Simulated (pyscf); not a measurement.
Structures and frequencies: ωB97X-D3(BJ)/def2-SVP in PySCF.

Q: For [O=Al]• + CH₄ → HO–Al [singlet] + CH₃•, a hydrogen abstraction (doublet surface; C–H broken, H–O formed), PBE/def2-TZVP gives ΔE‡ = 0.19 eV and ΔE = +0.09 eV (zero: the separated reactants). In which direction and how far do PBE0-D3(BJ)/def2-TZVP, M06-2X/def2-TZVP, ωB97M-D3(BJ)/def2-TZVP move these?

A: PBE0-D3(BJ): ΔE‡ = 0.24 eV, ΔE = -0.23 eV; M06-2X: ΔE‡ = 0.37 eV, ΔE = -0.38 eV; ωB97M-D3(BJ): ΔE‡ = 0.40 eV, ΔE = -0.34 eV. PBE's barrier lies under all of them, by 0.06 to 0.21 eV. Its reaction energy lies over all of them, by 0.33 to 0.47 eV. From the product side, [H₃C–Al–OH]• lies, by one bond made or cut, 2.19 eV under this saddle at ωB97M-D3(BJ). This is the saddle that the search found; another between the same sides may lie lower. The angle at the transferred H is 179°. The term symbol of open-shell O=Al was not checked; spin-orbit terms are left out.
